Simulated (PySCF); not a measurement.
## Gas-phase acidity of vinyl fluoride

System: vinyl fluoride, `C=CF` (C2H3F). Atom numbers as in the mapped SMILES `[CH2:1]=[CH:2][F:3]`.

Level of theory: ωB97X-D3(BJ)/ma-def2-TZVP single points in PySCF, grid level 2; every species was optimised with PBE0-D3(BJ)/ma-def2-SVP. The prefix ma- adds one diffuse s and one diffuse p function on all atoms but H. ωB97X-D3(BJ) is ωB97X-V with D3(BJ) in place of VV10. Thermal corrections: PBE0-D3(BJ)/ma-def2-SVP frequencies, unscaled, ideal gas at 298.15 K and 1 bar, quasi-RRHO entropy.

```csv
site,product,ΔH(acid) / kJ/mol,ΔG(acid) / kJ/mol,gas share,above best in dichloromethane / kJ/mol
C2 (alkene carbon),C=[C-]F,1642,1609,99.8 %,0.0
C1 (alkene carbon),[CH-]=CF,1656,1624,0.2 %,11.8
```

ΔH and ΔG refer to AH → A⁻ + H⁺ in the gas phase. Shares are Boltzmann weights among the listed products; an error of 10 kJ/mol changes a ratio about 56-fold. Sites whose products fell apart, merged with another or lost in a GFN2-xTB screen aren't listed. Values in solvent are IEF-PCM free energies relative to the most favourable product.

Of the listed sites C2 (alkene carbon) is favoured in the gas phase, 15 kJ/mol ahead of C1 in free energy.

In dichloromethane the product from C2 is solvated 235 kJ/mol more strongly than the parent (electrostatics only).

Measured values (NIST Chemistry WebBook, evaluated or the median of agreeing entries): deprotonation enthalpy (ΔH) 1618 kJ/mol (computed 1642, difference 24); gas-phase acidity (ΔG) 1586 kJ/mol (computed 1609, difference 23). These are compared with the most favourable site that keeps the skeleton.

Known limits: one E/Z form of each vinyl-type anion was tried, and another may lie lower.
